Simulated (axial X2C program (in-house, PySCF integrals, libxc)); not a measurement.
## HCl⁺: from Re and ωe to a spectrum

A bond curve at the CCSD(T) level, with spin–orbit coupling, was computed with an axial X2C code built on PySCF integrals (basis Cl dyall-av3z [9s8p3d2f], H dyall-v3z [6s2p1d] (cores contracted in-house)) for the state Ω = 3/2 (⟨Sz⟩ = 0.50, ⟨Lz⟩ = 1.00 at HF). Its fit gives Re = 1.3192 Å, ωe = 2681.9 cm⁻¹, ωexe = 55 cm⁻¹ and αe = 3.233e-01 cm⁻¹; the masses are 34.9689 and 1.0078 u. Two-component means X2C with spin–orbit coupling and atomic mean-field Coulomb and Gaunt terms.

Correlated methods: 7 electrons correlated (number of frozen shells: Cl 2 s, 1 p; H none), 129 virtual spin orbitals or spinors in MP2, 77 natural virtuals in coupled cluster.

Task: Find the reduced mass, Be and the force constant.

Result: From the CCSD(T) values: μ = 0.9796 u. Be = 16.8576/(μ Re²) = 9.889 cm⁻¹. k = 5.8918×10⁻⁷ μ ωe² = 4.15 mdyn/Å.

Task: Scale the constants to the deuteride (D 2.0141 u) within the Born–Oppenheimer picture.

Result: ρ = √(μH/μD) = 0.7172; ωe = 1923.4, ωexe = 28.3, Be = 5.086 cm⁻¹; the zero-point energy falls by 373 cm⁻¹.

Task: Estimate the centrifugal constant by the Kratzer relation.

Result: D = 4Be³/ωe² = 5.38e-04 cm⁻¹.

Task: Where do the fundamental and the first overtone lie?

Result: ν(1←0) = ωe − 2ωexe = 2571.9 cm⁻¹; ν(2←0) = 2ωe − 6ωexe = 5033.8 cm⁻¹.

Task: A Morse curve ties αe to the other constants (Pekeris). How well does that hold?

Result: αe(Morse) = 6Be²/ωe × (√(ωexe/Be) − 1) = 2.972e-01 cm⁻¹; the CCSD(T) curve gives 3.233e-01 cm⁻¹, a ratio of 0.92.

One determinant describes the state; a PBE0 search over occupations chose it and may have missed a lower one. Coupled cluster ran in a truncated set of natural virtual spinors; the MP2 energy of the rest was added. (T) has no such correction and the atoms are truncated less, which lowers De at CCSD(T) by a hundredth of an eV or more.
